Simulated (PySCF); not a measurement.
# Working out the ionisation energy of C

C [He] 2s2 2p2 (3P) → C+ [He] 2s2 2p1 (2P). Computed with PySCF 2.14 in aug-cc-pVTZ, with the non-relativistic Hamiltonian (point nucleus). Frozen: 1s2. Energies in hartree (1 hartree = 27.21139 eV):

```
            part   C (lower)  C+ (upper)
             UHF  -37.691811  -37.294960
CCSD correlation   -0.087842   -0.074694
             (T)   -0.002172   -0.001159
```

What does Hartree-Fock give?

(-37.294960) − (-37.691811) = 0.396851 hartree = 10.799 eV.

What do CCSD and CCSD(T) give?

The CCSD correlation energies differ by 0.013148 hartree = 0.358 eV and the triples by 0.001013 hartree = 0.028 eV, so CCSD gives 11.157 eV and CCSD(T) 11.185 eV.

Measured between the centres of the two terms (NIST): 11.262 eV, so CCSD(T) (valence) is off by -0.077 eV.

What remains against the reference includes basis incompleteness, the frozen core and higher excitations.
